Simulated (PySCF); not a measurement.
Compound: fulvene, C6H6.
InChI=1S/C6H6/c1-6-4-2-3-5-6/h2-5H,1H2

The calculation used PBE0/def2-SVPD in PySCF (dipole) on a GFN2-xTB geometry, gas phase.

Masses are those of the commonest isotopes; rigid-rotor values at the optimised geometry. 

(1) What are A, B and C (MHz)?

(2) Classify the top.

(3) Is it planar, by Δ = Ic − Ia − Ib?

(4) Give the coordinates in the principal-axis frame, origin at the centre of mass.

(5) List the rotational levels J(Ka,Kc) to J = 2 (cm⁻¹).

(6) Which lines would a microwave search look for?

(7) Estimate the classical rotational partition function at 10 K, 25 K and 50 K.

Answers

(1) Ia = 60.22, Ib = 131.41, Ic = 191.63 u·Å²; 505379 MHz·u·Å²/I gives A = 8392, B = 3846, C = 2637 MHz.

(2) An asymmetric top: κ = (2 × 3846 − 8392 − 2637)/(8392 − 2637) = -0.58.

(3) Planar: Δ = Ic − Ia − Ib = 0.00 u·Å². For a rigid frame Δ = −2 Σ m c², so it vanishes when all atoms lie in the ab plane; here none is more than 0.01 Å from it.

(4) The sense of each axis is arbitrary; atoms in the order of the calculation.
```
atom  mass (u)   a (Å)   b (Å)   c (Å)
  C1    12.000   2.106   0.000   0.000
  C2    12.000   0.772   0.000   0.000
  C3    12.000  -0.112  -1.166   0.000
  C4    12.000  -1.381  -0.729   0.000
  C5    12.000  -1.381   0.729   0.000
  C6    12.000  -0.111   1.166   0.000
  H7     1.008   2.671   0.918   0.001
  H8     1.008   2.672  -0.918   0.000
  H9     1.008   0.239  -2.181  -0.001
 H10     1.008  -2.275  -1.326   0.000
 H11     1.008  -2.275   1.327   0.001
 H12     1.008   0.239   2.181  -0.001
```

(5) Above 0(0,0):
J = 1: 1(0,1) 0.2163, 1(1,1) 0.3679, 1(1,0) 0.4082
J = 2: 2(0,2) 0.6417, 2(1,2) 0.7601, 2(1,1) 0.8810, 2(2,1) 1.3360, 2(2,0) 1.3430
The levels of one J sum to (2J + 1)J(J + 1)(A + B + C)/3.

(6) The dipole components are |μa| = 0.64 D, |μb| = 0.00 D, |μc| = 0.00 D; the symmetry axis of this C2v structure is a, so μb and μc vanish by symmetry and there are no b-type or c-type lines. Some lines, for components of 0.1 D or more:

```json
{"type": "a", "branch": "Q", "J(Ka,Kc)": "1(1,0) ← 1(1,1)", "MHz": "1209", "lower level (cm⁻¹)": "0.368"}
{"type": "a", "branch": "Q", "J(Ka,Kc)": "2(1,1) ← 2(1,2)", "MHz": "3626", "lower level (cm⁻¹)": "0.760"}
{"type": "a", "branch": "R", "J(Ka,Kc)": "1(0,1) ← 0(0,0)", "MHz": "6483", "lower level (cm⁻¹)": "0.000"}
{"type": "a", "branch": "R", "J(Ka,Kc)": "2(1,2) ← 1(1,1)", "MHz": "11757", "lower level (cm⁻¹)": "0.368"}
{"type": "a", "branch": "R", "J(Ka,Kc)": "2(0,2) ← 1(0,1)", "MHz": "12756", "lower level (cm⁻¹)": "0.216"}
{"type": "a", "branch": "R", "J(Ka,Kc)": "2(1,1) ← 1(1,0)", "MHz": "14175", "lower level (cm⁻¹)": "0.408"}
```

(7) Point group C2v, symmetry number σ = 2; q = (√π/σ)·√((kT/h)³/(ABC)), k/h = 20836.6 MHz/K: 289 at 10 K, 1140 at 25 K, 3230 at 50 K.

Stationary, but not proved a minimum. Zero-point vibration and centrifugal distortion are left out.
